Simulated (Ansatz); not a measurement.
# CF₂ (triplet): the correlation ladder, def2-QZVPP

An exercise on one series of results from a longer session: the logs are not shown, and one member is left open.

The runs use Ansatz 0.2.0, Gaussian basis; def2-QZVPP, core rule «outside noble gas», up to 3 orbitals frozen.

Plan: UHF; ROHF; CCSD(T) on UHF.

2 further runs of the same task are left out: 2 set aside as unsound or not needed.

## What is computed

The geometry is a PBE0/def2-TZVP stationary point (not a proven minimum) of the parent state, kept for this charge and spin.

3 atoms, charge 0, spin multiplicity 3.

Atoms are counted from 1 here; the program's logs count them from 0.

Bond lengths: C1–F2 1.296 Å, C1–F3 1.296 Å. Angles: F2–C1–F3 104.7°.

Set-up of the first run:

in.yaml reads:

```yaml
crystal:
  periodic: [false, false, false]
  atoms:
    - {symbol: C, position_ang: [0.000000, -0.601241, 0.000000]}
    - {symbol: F, position_ang: [0.000000, 0.190051, -1.026410]}
    - {symbol: F, position_ang: [0.000000, 0.190051, 1.026410]}
basis:
  gaussian: {orbitals: "def2-QZVPP.json"}
magnetization: {spin_polarized: true, initial_magnetization: 2}
hamiltonian: {xc: hf}
output: {orbitals: {seedname: orbitals}}
```

Run with:

```bash
$ ansatz run in.yaml --threads 1 --pin off --events-out ev --progress --plain --max-ram 2393MiB
```

Among the steps run: UHF; ROHF; CCSD(T) on UHF.

One of the session's tables, all rows but one given; the rest of the session is left out.

```
  method  from UCCSD(T) (meV)
    ROHF             +18442.8
     UHF             +18344.2
    UMP2               +701.5
   UCCSD                    ?
UCCSD(T)                    0
```

Estimate the missing values for UCCSD.

**Answer.** from UCCSD(T) (meV): +595.6. In the column «from UCCSD(T) (meV)» it lies between UCCSD(T) (0) and UMP2 (+701.5).
